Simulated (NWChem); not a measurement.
System meant: SiH$_{3}$, doublet; SMILES [SiH3]

NWChem input:

```
start job
memory heap 200 mb stack 900 mb global 1100 mb
geometry units angstroms noautoz
  Si     0.000000     0.000000     0.155778
  H      0.389128     1.361534    -0.295000
  H      0.984558    -1.017762    -0.295000
  H     -1.373687    -0.343772    -0.295000
end
basis spherical
  * library def2-svp
end
dft
  odft
  mult 2
  xc b3lyp
  iterations 4
  mulliken
end
task dft energy
```

End of the output:

```
     --------------------------
     Expectation value of S2:
     --------------------------
      <S2> =      0.7515 (Exact =     0.7500)

 center of mass
 --------------
 x =   0.00000000 y =  -0.00000000 z =   0.06724514

 moments of inertia (a.u.)
 ------------------
          12.805054326409           0.000000000000           0.000000000000
           0.000000000000          12.805054326409          -0.000000000000
           0.000000000000          -0.000000000000          21.650136221556

     Multipole analysis of the density
     ---------------------------------

     L   x y z        total         alpha         beta         nuclear
     -   - - -        -----         -----         ----         -------
     0   0 0 0     -0.000000     -9.000000     -8.000000     17.000000

     1   1 0 0      0.000000     -0.000000      0.000000      0.000000
     1   0 1 0     -0.000000     -0.000000     -0.000000      0.000000
     1   0 0 1      0.022944     -0.468720      0.491663      0.000000

     2   2 0 0    -11.835875    -12.157476    -10.419418     10.741020
     2   1 1 0     -0.000000     -0.000000     -0.000000      0.000000
     2   1 0 1      0.000000      0.000000     -0.000000      0.000000
     2   0 2 0    -11.835875    -12.157476    -10.419418     10.741020
     2   0 1 1      0.000000      0.000000      0.000000     -0.000000
     2   0 0 2    -11.928480     -9.302562     -4.418683      1.792765

 ------------------------------------------------------------------------
 dft energy failed                                                                                  0
 ------------------------------------------------------------------------
 ------------------------------------------------------------------------
  current input line :
    19: task dft energy
 ------------------------------------------------------------------------
 ------------------------------------------------------------------------
 This type of error is most commonly associated with calculations not reaching convergence criteria
 ------------------------------------------------------------------------
 For more information see the NWChem manual at https://nwchemgit.github.io

0:dft energy failed:Received an Error in Communication
```

Task: What is wrong, and how is it mended?

Result: Convergence was not reached. Cause: the SCF was allowed too few iterations. This input runs:
```
start job
memory heap 200 mb stack 900 mb global 1100 mb
geometry units angstroms noautoz
  Si     0.000000     0.000000     0.155778
  H      0.389128     1.361534    -0.295000
  H      0.984558    -1.017762    -0.295000
  H     -1.373687    -0.343772    -0.295000
end
basis spherical
  Si library def2-svp
  H library def2-svp
end
dft
  odft
  mult 2
  xc b3lyp
  iterations 150
  mulliken
end
task dft energy
```
It converges to -291.15850 Ha (B3LYP/def2-SVP, spin-unrestricted).
